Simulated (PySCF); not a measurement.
Job for PySCF: R-M06-2X/def2-TZVPP on acetamide (SMILES CC(N)=O), a point of a torsion scan.

```python
from pyscf import gto, dft

mol = gto.M(
    atom='''
    C    -1.03857331    0.01057699   -0.25562532
    C     0.17864402   -0.19212022    0.62360380
    N     1.38436925   -0.09363672   -0.05248938
    O     0.11239133   -0.59048009    1.75869984
    H    -1.05671019    1.02881244   -0.64053377
    H    -1.00274174   -0.67962920   -1.09593130
    H    -1.93992426   -0.17347998    0.32106986
    H     2.08310442    0.50132012    0.36786040
    H     1.28172775    0.14937177   -1.03104866
    ''',
    basis='def2-tzvpp',
    charge=0, spin=0, verbose=4, max_memory=1800)
mf = dft.RKS(mol, xc='m062x').density_fit(auxbasis='def2-universal-jkfit')
mf.grids.level = 4
mf.conv_tol = 1e-9
mf.max_cycle = 150
mf.kernel()
mf.dip_moment()
```

The log:

```
PySCF version 2.14.0

[INPUT] verbose = 4
[INPUT] num. atoms = 9
[INPUT] num. electrons = 32
[INPUT] charge = 0
[INPUT] spin (= nelec alpha-beta = 2S) = 0
[INPUT] symmetry False subgroup None
[INPUT] Mole.unit = angstrom
[INPUT] Symbol           X                Y                Z      unit          X                Y                Z       unit  Magmom
[INPUT]  1 C     -1.038573310000   0.010576990000  -0.255625320000 AA   -1.962619116183   0.019987614322  -0.483061845304 Bohr   0.0
[INPUT]  2 C      0.178644020000  -0.192120220000   0.623603800000 AA    0.337588271591  -0.363054598791   1.178440392238 Bohr   0.0
[INPUT]  3 N      1.384369250000  -0.093636720000  -0.052489380000 AA    2.616078737770  -0.176947756003  -0.099190552648 Bohr   0.0
[INPUT]  4 O      0.112391330000  -0.590480090000   1.758699840000 AA    0.212388832476  -1.115845652109   3.323461032916 Bohr   0.0
[INPUT]  5 H     -1.056710190000   1.028812440000  -0.640533770000 AA   -1.996892852137   1.944173745146  -1.210433398835 Bohr   0.0
[INPUT]  6 H     -1.002741740000  -0.679629200000  -1.095931300000 AA   -1.894907262270  -1.284313054257  -2.071010008339 Bohr   0.0
[INPUT]  7 H     -1.939924260000  -0.173479980000   0.321069860000 AA   -3.665925553800  -0.327829650295   0.606734102252 Bohr   0.0
[INPUT]  8 H      2.083104420000   0.501320120000   0.367860400000 AA    3.936496842671   0.947357727534   0.695155408073 Bohr   0.0
[INPUT]  9 H      1.281727750000   0.149371770000  -1.031048660000 AA    2.422114413755   0.282271736042  -1.948399588500 Bohr   0.0

nuclear repulsion = 121.857003644625
number of shells = 74
number of NR pGTOs = 264
number of NR cGTOs = 194
basis = def2-tzvpp
ecp = {}


******** <class 'pyscf.df.df_jk.DFRKS'> ********
method = DFRKS
initial guess = minao
damping factor = 0
level_shift factor = 0
DIIS = <class 'pyscf.scf.diis.CDIIS'>
diis_start_cycle = 1
diis_space = 8
diis_damp = 0
SCF conv_tol = 1e-09
SCF conv_tol_grad = None
SCF max_cycles = 150
direct_scf = False
XC library pyscf.dft.libxc version 7.1.2
    S. Lehtola, C. Steigemann, M. J. T. Oliveira, and M. A. L. Marques,  SoftwareX 7, 1–5 (2018)
XC functionals = m062x
    Y. Zhao and D. G. Truhlar,  Theor. Chem. Acc. 120, 215 (2008)
    Y. Zhao and D. G. Truhlar,  Theor. Chem. Acc. 120, 215 (2008)
radial grids:
    Treutler-Ahlrichs [JCP 102, 346 (1995); DOI:10.1063/1.469408] (M4) radial grids

becke partition: Becke, JCP 88, 2547 (1988); DOI:10.1063/1.454033
pruning grids: <function nwchem_prune>
grids dens level: 4
symmetrized grids: False
atomic radii adjust function: <function treutler_atomic_radii_adjust>
small_rho_cutoff = 0
Set gradient conv threshold to 3.16228e-05
Initial guess from minao.
tot grids = 191896
******** <class 'pyscf.df.df.DF'> ********
auxbasis = def2-universal-jkfit
init E= -209.745029805359
  HOMO = -0.323258364887735  LUMO = -0.0350001486015756  gap/eV = 7.84391
cycle= 1 E= -209.067007693148  delta_E= 0.678  |g|= 0.802  |ddm|= 2.16
  HOMO = -0.175651671661914  LUMO = 0.0256440759528935  gap/eV = 5.47754
cycle= 2 E= -208.887599271407  delta_E= 0.179  |g|= 1.32  |ddm|= 2.24
  HOMO = -0.324595526067222  LUMO = 0.0422919095236191  gap/eV = 9.98352
cycle= 3 E= -209.199684601905  delta_E= -0.312  |g|= 0.101  |ddm|= 1.64
  HOMO = -0.333999490886249  LUMO = 0.0407637800098328  gap/eV = 10.19783
cycle= 4 E= -209.201475571138  delta_E= -0.00179  |g|= 0.0511  |ddm|= 0.0959
  HOMO = -0.334967890942251  LUMO = 0.0437428418245799  gap/eV = 10.30524
cycle= 5 E= -209.201995568804  delta_E= -0.00052  |g|= 0.0105  |ddm|= 0.0422
  HOMO = -0.334875853940134  LUMO = 0.0445841634806263  gap/eV = 10.32563
cycle= 6 E= -209.202020527071  delta_E= -2.5e-05  |g|= 0.00482  |ddm|= 0.012
  HOMO = -0.335580829486594  LUMO = 0.0444131819070491  gap/eV = 10.34016
cycle= 7 E= -209.202026514764  delta_E= -5.99e-06  |g|= 0.00129  |ddm|= 0.00883
  HOMO = -0.335716250025874  LUMO = 0.0444374078680859  gap/eV = 10.34451
cycle= 8 E= -209.202027093289  delta_E= -5.79e-07  |g|= 0.000229  |ddm|= 0.00336
  HOMO = -0.335706466553983  LUMO = 0.044467376034207  gap/eV = 10.34506
cycle= 9 E= -209.202027111225  delta_E= -1.79e-08  |g|= 0.0001  |ddm|= 0.000443
  HOMO = -0.335729000351634  LUMO = 0.0444547780043286  gap/eV = 10.34533
cycle= 10 E= -209.202027113725  delta_E= -2.5e-09  |g|= 1.91e-05  |ddm|= 0.000163
  HOMO = -0.33572909948456  LUMO = 0.0444566503241117  gap/eV = 10.34538
cycle= 11 E= -209.202027113861  delta_E= -1.36e-10  |g|= 4.07e-06  |ddm|= 3.46e-05
  HOMO = -0.335729141593402  LUMO = 0.0444561146246601  gap/eV = 10.34537
Extra cycle  E= -209.202027113866  delta_E= -5.12e-12  |g|= 2.94e-06  |ddm|= 6.09e-06
converged SCF energy = -209.202027113866
Dipole moment(X, Y, Z, Debye):  0.24785,  2.06964, -3.39066
```

Self-consistency was reached.

Cost: roughly 30 core-seconds.
